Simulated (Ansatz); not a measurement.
NH (SMILES [NH]): the vertical ionisation energy from total energies

NH: 2 atoms, total charge 0, spin state triplet. As SMILES, `[NH]`. Geometry: the measured bond length.

```xyz
2

N     0.0000    0.0000    0.0000
H     0.0000    0.0000    1.0362
```

Both states at this one shape; open shells run unrestricted unless said. 1 Eh = 27.2114 eV.

```tsv
level	program	triplet NH (Eh)	doublet NH+ (Eh)
UHSE06/3-21G	Ansatz	-54.847821	-54.355628
UCAM-B3LYP/6-311G**	Ansatz	-55.210816	-54.711549
UCAM-B3LYP/aug-cc-pVTZ	Ansatz	-55.219072	-54.716010
```

Problem. Work out the vertical ionisation energy at each level.

Solution. 
1. UHSE06/3-21G: -54.355628 − (-54.847821) = 0.492193 Eh = 13.39 eV.
2. UCAM-B3LYP/6-311G**: -54.711549 − (-55.210816) = 0.499267 Eh = 13.59 eV.
3. UCAM-B3LYP/aug-cc-pVTZ: -54.716010 − (-55.219072) = 0.503062 Eh = 13.69 eV.

No measured value is set beside it here; the levels span 13.39 to 13.69 eV. The second state is spin-contaminated at UHSE06/3-21G (⟨S²⟩ = 1.11). The second state is spin-contaminated at UCAM-B3LYP/6-311G** (⟨S²⟩ = 1.01). The second state is spin-contaminated at UCAM-B3LYP/aug-cc-pVTZ (⟨S²⟩ = 1.02).
